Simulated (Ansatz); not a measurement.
**B₃H+ (doublet): the correlation ladder, def2-QZVPP**

The task here is to estimate one member of a computed series from the others.

Computed with Ansatz 0.2.0, Gaussian basis. Level: def2-QZVPP, core rule «outside noble gas», up to 3 orbitals frozen.

Plan: UHF; ROHF; CCSD(T) on UHF.

2 further runs of the same task are left out: 2 set aside as unsound or not needed.

## The geometry

The geometry is a PBE0/def2-TZVP stationary point (not a proven minimum) of the parent state, kept for this charge and spin.

4 atoms, charge 1, spin multiplicity 2.

Atoms are counted from 1 here; the program's logs count them from 0.

Bond lengths: B1–B2 1.556 Å, B1–B3 1.548 Å, B2–B3 1.853 Å, B2–H4 1.183 Å. Angles: B2–B1–B3 73.3°, B1–B2–B3 53.2°, B1–B2–H4 169.4°, B3–B2–H4 137.4°, B1–B3–B2 53.5°.

The first run:

in.yaml

```yaml
crystal:
  periodic: [false, false, false]
  atoms:
    - {symbol: B, position_ang: [0.000000, -0.796508, -0.346642]}
    - {symbol: B, position_ang: [0.000000, 0.061998, 0.950518]}
    - {symbol: B, position_ang: [0.000000, 0.685766, -0.794078]}
    - {symbol: H, position_ang: [0.000000, 0.522819, 2.040076]}
basis:
  gaussian: {orbitals: "def2-QZVPP.json"}
total_charge: 1
magnetization: {spin_polarized: true, initial_magnetization: 1}
hamiltonian: {xc: hf}
output: {orbitals: {seedname: orbitals}}
```

Command:

```console
$ ansatz run in.yaml --threads 1 --pin off --events-out ev --progress --plain --max-ram 2393MiB
```

Among the steps run: UHF; ROHF; CCSD(T) on UHF.

One of the session's tables, all rows but one given; the rest of the session is left out.

| method | from UCCSD(T) (meV) |
| --- | --- |
| ROHF | ? |
| UMP2 | +1801.4 |
| UCCSD | +555.2 |
| UCCSD(T) | 0 |

Estimate the missing values for ROHF.

The run gave: from UCCSD(T) (meV): +8079.7. In the column «from UCCSD(T) (meV)» it is the highest.

Left out of the table: UHF (another determinant or state than the rows shown).

To keep in mind: The determinant is far from a pure spin state, so its energy mixes those of several spin states (harmless only where they are near-degenerate, as at dissociation). Warnings: spin contamination; coupled cluster took another determinant than the lowest.
